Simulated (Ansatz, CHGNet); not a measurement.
For 1T (CdI2-type) TiSe2 (undistorted form, which takes a superstructure on cooling), the machine-learned potential CHGNet 0.3.0 (trained on PBE and PBE+U data) gives:

```
Property              Result
-------------------  -------
lattice parameter a  3.538 Å
lattice parameter c  7.282 Å
```

Task: What does HSE06 in Ansatz (PAW) give for the same quantities?

Result: 
- lattice constant a: 3.547 Å (increases by 0.3 %)
- lattice parameter c: 6.676 Å (falls by 8.3 %)

For comparison: lattice constant a 3.536 Å (measured, temperature not stated, no zero-point or thermal correction; as tabulated in Björkman (2014), arXiv:1406.2436); lattice parameter c 5.996 Å (measured, temperature not stated, zero-point anharmonic expansion removed (computed with revB86b-DF2); no thermal correction; as tabulated in Björkman (2014), arXiv:1406.2436).

Changes are worked out from the printed values.

Unless a cell is named, each level is at its own relaxed cell (CHGNet 0.3.0 26.32, HSE06 24.24 Å³/atom).

Caveats: the cell comes from a level without a dispersion term, which matters for the spacing of layers, chains or molecules (HSE06). Ansatz's density-functional and Hartree–Fock values are scalar-relativistic unless marked +SOC, with PAW data made under PBE.

Ansatz is a quantum-chemistry and plane-wave program.
